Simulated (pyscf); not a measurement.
**Four-centre exchange: F–BH–F + SiH₄ → HF + F–BH–SiH₃**

Gas phase, singlet surface, charge 0. Bonds broken: F1–B2, Si5–H6. Bonds formed: F1–H6, B2–Si5. Single points on ωB97X-D3(BJ)/def2-SVP structures (PySCF, gas phase). Correlated levels are frozen-core, on RHF or UHF. ΔMP2 is the change of the MP2 total energy from the triple- to the quadruple-zeta basis.

Transition state (Å):

```xyz
9

F     -1.5070     1.8940     0.5500
B     -1.6355     0.3138     0.0406
F     -2.4317     0.3138    -1.0404
H     -1.8946    -0.3765     0.9949
Si     0.4177    -0.0953    -0.5469
H     -0.6132     1.4024     0.1340
H      0.9993     0.6637    -1.6922
H      0.0787    -1.4764    -0.9923
H      1.4042    -0.1621     0.5689
```

One imaginary mode, 1100i cm⁻¹; descent along it reached the two sides named.

```
bond    change  reactant side (Å)  saddle  product side
------  ------  -----------------  ------  ------------
F1–B2   breaks              1.320   1.665         2.336
Si5–H6  breaks              1.492   1.941           3.4
F1–H6    forms                3.0   1.102         0.930
B2–Si5   forms                3.6   2.174         2.030
```

Electronic energies relative to the separated reactants (kcal/mol):

| level | barrier | reaction energy | reverse barrier |
|---|---|---|---|
| ωB97X-D3(BJ)/def2-TZVP | 61.6 | +45.6 | 16.0 |
| PBE/def2-TZVP | 53.0 | +45.0 | 8.0 |
| r²SCAN/def2-TZVP | 57.7 | +48.3 | 9.4 |
| B3LYP-D3(BJ)/def2-TZVP | 63.4 | +47.9 | 15.5 |
| PBE0-D3(BJ)/def2-TZVP | 57.3 | +45.3 | 12.0 |
| M06-2X/def2-TZVP | 64.7 | +48.8 | 15.9 |
| ωB97M-D3(BJ)/def2-TZVP | 63.7 | +48.3 | 15.4 |
| HF/def2-TZVP | 89.3 | +52.8 | 36.5 |
| MP2/def2-QZVPP | 64.4 | +46.6 | 17.8 |
| CCSD/def2-TZVPP | 68.9 | +46.8 | 22.1 |
| CCSD(T)/def2-TZVPP | 65.2 | +46.4 | 18.9 |
| CCSD(T)/def2-TZVPP + ΔMP2(QZVPP) | 65.0 | +45.6 | 19.4 |

With CCSD(T)/def2-TZVPP + ΔMP2(QZVPP) energies and thermal terms (ideal gas, 1 atm, RRHO with modes under 100 cm⁻¹ raised to 100, one conformer, R ln 2 for chiral ones without a mode under 150 cm⁻¹), in kcal/mol:

```json
[
 {"T (K)": "298", "ΔH‡": "64.2", "ΔG‡": "73.5", "ΔH": "+45.9", "ΔG": "+44.8"},
 {"T (K)": "600", "ΔH‡": "65.0", "ΔG‡": "82.6", "ΔH": "+47.0", "ΔG": "+43.1"},
 {"T (K)": "900", "ΔH‡": "65.8", "ΔG‡": "91.2", "ΔH": "+47.6", "ΔG": "+41.1"},
 {"T (K)": "1200", "ΔH‡": "66.6", "ΔG‡": "99.5", "ΔH": "+48.0", "ΔG": "+38.8"}
]
```

The same reactants have a lower exit, to F–BH–F + SiH₄ (barrier +26.4 kcal/mol at ωB97M-D3(BJ)/def2-TZVP, against +63.7 kcal/mol here). This is the saddle that the search found; another between the same sides may lie lower. The CCSD(T) − MP2 part came from Ansatz, without density fitting, on the same reference.
